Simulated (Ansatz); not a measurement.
hcp Ti was calculated with PBE-D3(BJ) in Ansatz (PAW).

Run with plane-wave cutoff 520 eV, 24×24×14 k mesh (along the axes of the cell as run), Fermi–Dirac smearing 0.031 eV (set by the program), no spin polarisation, scalar-relativistic PAW data made under PBE.

Cell (relaxed at this level):

```
CELL_PARAMETERS angstrom
      2.88716     0.00000     0.00000
     -1.44358     2.50035     0.00000
      0.00000     0.00000     4.57300
ATOMIC_POSITIONS crystal
  Ti 0.66667 0.33333 0.75000
  Ti 0.33333 0.66667 0.25000
```

### Question
What does this level give for the elastic constant C44, elastic constant C66, elastic constant C12, elastic constant C11, elastic constant C13 and elastic constant C33?

### Answer

- elastic constant C44 = 44.8 GPa
- elastic constant C66 = 49.5 GPa
- elastic constant C12 = 90.0 GPa
- elastic constant C11 = 189 GPa
- elastic constant C13 = 82.0 GPa
- elastic constant C33 = 204 GPa

Measured, for comparison: elastic constant C44 51 GPa, elastic constant C12 87 GPa, elastic constant C11 176 GPa, elastic constant C13 68 GPa, elastic constant C33 191 GPa (4 K, zero-point motion not removed; as tabulated in Ferrari et al. (2019), arXiv:1905.01197). Computed (rounded) less measured: elastic constant C44 -12 %, elastic constant C12 +3 %, elastic constant C11 +7 %, elastic constant C13 +21 %, elastic constant C33 +7 %.

Note: the dispersion coefficients are held fixed in the derivatives.

Elastic constants are with the ions relaxed.

Static lattice: no zero-point or thermal effects.

Ansatz is an electronic-structure program.
